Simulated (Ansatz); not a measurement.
The same path of Al2H4 (6 atoms, charge 0, multiplicity 1) was run twice with different band settings. Made: Al1–H5.

The calculation used RKS PBE-D4/def2-SVP in Ansatz 0.2.0.

Relaxed end points:

```xyz
6
Properties=species:S:1:pos:R:3
Al -0.670 -1.108 -0.123
Al 0.683 1.088 0.109
H -2.249 -1.110 -0.443
H 0.019 -2.556 0.042
H 1.398 1.786 -1.156
H 0.862 1.837 1.524
```

```xyz
6
Properties=species:S:1:pos:R:3
Al -0.494 -0.891 -0.297
Al 0.856 1.189 -0.403
H -2.031 -0.712 -0.691
H 0.359 -2.236 -0.182
H -0.073 0.197 1.001
H 1.426 2.389 0.525
```

Common settings: spring 5.0 eV/Å²; optimiser quadratic models (default); start path through a guess of the saddle point; force threshold 0.05 eV/Å; iteration limit 60; end points relaxed.

| run | movable images | climbing image |
| --- | --- | --- |
| 1 | 5 | yes |
| 2 | 8 | no |

(1) What does each run give, and how far can it be trusted?

Results:

(1) Run 1: converged after 15 iterations, highest image 0.331 eV above the first end. The profile has 2 maxima (images 2, 5) with wells between them (image 3): this band takes more than one step, which may be the mechanism or a detour left from its start path. A vibrational analysis at the climbing image gives one clearly imaginary mode, 358i cm⁻¹: a first-order saddle point.
Run 2: converged after 15 iterations, highest image 0.328 eV above the first end. The profile has 2 maxima (images 3, 8) with wells between them (image 5): this band takes more than one step, which may be the mechanism or a detour left from its start path. No image climbed, so the highest image needn't sit at the top of the path.
